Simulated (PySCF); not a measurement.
Molecule: SMILES CCC=C1C=C1, C6H8.

Bonds (- single, = double, # triple, : aromatic): C1-C2 1.526 Å, C2-C3 1.501 Å, C3=C4 1.332 Å, C4-C5 1.440 Å, C5=C6 1.321 Å, C6-C4 1.443 Å. C1 carries H7, H8, H9; C2 carries H10, H11; C3 carries H12; C5 carries H13; C6 carries H14.

Spin–spin couplings on one PBE0-D3(BJ)/def2-SVP geometry, PySCF 2.14, gas phase, non-relativistic, equivalent pairs averaged (without the spin–dipole term); isotopes ¹³C, ¹H; basis pcJ-1.

Problem. How do the couplings (Hz) change with the functional? Times are CPU seconds on 1 thread of an Arm Neoverse V1, shared host.

Solution. 
```
functional  functions  ¹J(C5,H13)  ¹J(C6,H14)  ¹J(C3,H12)  ¹J(C1,H7)  ¹J(C2,H10)  ¹J(C3,C4)  ¹J(C2,C3)  core-s
       LDA        242       189.1       189.0       129.4      100.4        98.5       91.7       32.7      22
       PBE        242       217.1       217.1       152.5      120.3       118.7      104.0       43.1      31
       KT2        242       234.6       234.5       164.1      126.2       124.4       89.0       33.9      32
      PBE0        242       224.8       224.8       157.7      124.2       123.1      109.9       48.8      38
     B97-2        242       215.9       215.8       150.8      118.8       117.2      107.7       47.9      34
``` Left out for a near triplet instability: HF/pcJ-1.
